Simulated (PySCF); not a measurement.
Molecule: SMILES C(/CC)(F)=C/[O-], [C₄H₆FO]-.

Geometry:
| atom | x (Å) | y (Å) | z (Å) |
| --- | --- | --- | --- |
| C1 | -1.646 | 0.168 | 0.149 |
| C2 | -0.377 | -0.545 | -0.327 |
| C3 | 0.864 | -0.127 | 0.358 |
| F4 | 0.869 | -0.351 | 1.735 |
| C5 | 1.978 | 0.422 | -0.236 |
| O6 | 2.182 | 0.687 | -1.451 |
| H7 | -2.558 | -0.206 | -0.354 |
| H8 | -1.777 | 0.021 | 1.234 |
| H9 | -1.570 | 1.253 | -0.026 |
| H10 | -0.561 | -1.644 | -0.246 |
| H11 | -0.186 | -0.332 | -1.393 |
| H12 | 2.783 | 0.637 | 0.538 |

Total charge -1.

Geometry PBE0-D3(BJ)/def2-SVP throughout; GIAO in PySCF, gas phase, one conformer, non-relativistic; equivalent atoms averaged; functional PBE0.

Q: How do the absolute shieldings σ depend on the basis set? (ppm; last column core-seconds on 1 thread of an Arm Neoverse V1, shared host)

A: 
```csv
basis set,functions,C5,C3,C2,C1,F4,O6,H12,H10/H11,H7/H8/H9,core-s
STO-3G,36,131.3,138.3,211.1,213.7,430.4,77.4,27.63,31.85,32.43,2.6
6-31G,66,58.4,65.3,178.0,181.3,423.6,100.9,24.57,30.06,31.78,5
pcSseg-0,66,33.6,47.7,171.0,173.6,434.7,48.0,24.61,30.36,31.86,4.7
6-31G*,96,54.7,66.2,172.3,176.1,426.5,121.2,24.21,29.49,31.27,7
def2-SVP,114,50.2,59.7,172.5,176.3,429.2,107.5,23.36,28.88,30.77,8.2
cc-pVDZ,114,53.4,61.3,173.3,178.2,424.1,105.8,23.32,28.73,30.70,9.3
aug-cc-pVDZ,192,49.9,51.6,171.8,179.2,415.1,127.9,22.46,28.40,30.59,22
"6-311+G(2d,p)",198,35.5,37.1,164.2,170.8,410.5,110.9,22.64,28.62,30.79,18
def2-TZVP,222,35.7,39.8,164.3,169.8,415.5,106.2,22.80,28.62,30.77,22
cc-pVTZ,264,37.2,43.4,164.9,170.4,415.8,99.4,22.83,28.48,30.59,32
IGLO-III,270,28.8,30.7,160.6,167.0,412.7,104.8,22.58,28.44,30.63,44
```

Q: Which nucleus moves most, in ppm?

A: C3 (fully substituted alkene carbon): from 30.7 ppm with IGLO-III to 138.3 ppm with STO-3G. The smallest spread is 1.83 ppm, at H7/H8/H9. Proton shifts span only some 12 ppm, so a few tenths of a ppm matter as much there as several ppm in carbon.

Q: Taking the largest basis, IGLO-III (270 functions), as the yardstick, rank the others by their worst heavy-atom deviation.

A: 6-311+G(2d,p) 6.7 ppm (198 functions), def2-TZVP 9.1 ppm (222 functions), cc-pVTZ 12.7 ppm (264 functions), aug-cc-pVDZ 23.2 ppm (192 functions), def2-SVP 28.9 ppm (114 functions), cc-pVDZ 30.6 ppm (114 functions), 6-31G 34.6 ppm (66 functions), 6-31G* 35.4 ppm (96 functions), pcSseg-0 56.8 ppm (66 functions), STO-3G 107.6 ppm (36 functions).

A small basis that lands close on one nucleus may do so by chance; judge by the trend and by all nuclei.
